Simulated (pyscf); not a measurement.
Optimised with ωB97X-D3(BJ)/def2-SVP in PySCF.

Q: Estimate by transition-state theory (the high-pressure limit) the rate constant of `[CH2]=[CH][CH]=[CH2]` + `[BrH]` → `[CH2]=[CH][CH]([CH3])[Br]` (singlet surface; Br–H broken, C–H, Br–C formed) at 900 K, with ωB97M-D3(BJ)/def2-TZVP energies (ideal gas, 1 atm, RRHO with modes under 100 cm⁻¹ raised to 100, one conformer, R ln 2 for rigid chiral ones; no tunnelling).

A: The electronic barrier is 29.4 kcal/mol and the thermal terms add +28.1, so ΔG‡ = 57.5 kcal/mol. With k_BT/h = 1.88e+13 s⁻¹ and RT = 1.788 kcal/mol, and a volume of 1.23e-19 cm³ per molecule at 1 atm, k = 2.6e-20 cm³ molecule⁻¹ s⁻¹. The product is born with the 49 kcal/mol of the reverse barrier and needs collisions to keep. Wigner's tunnelling factor for 1208i cm⁻¹ would be 1.16. A shift of 1 kcal/mol in the barrier changes k by a factor 1.7. One saddle was located; it need not be the lowest between these sides. Elements up to Kr have no core potential and no relativistic terms here.
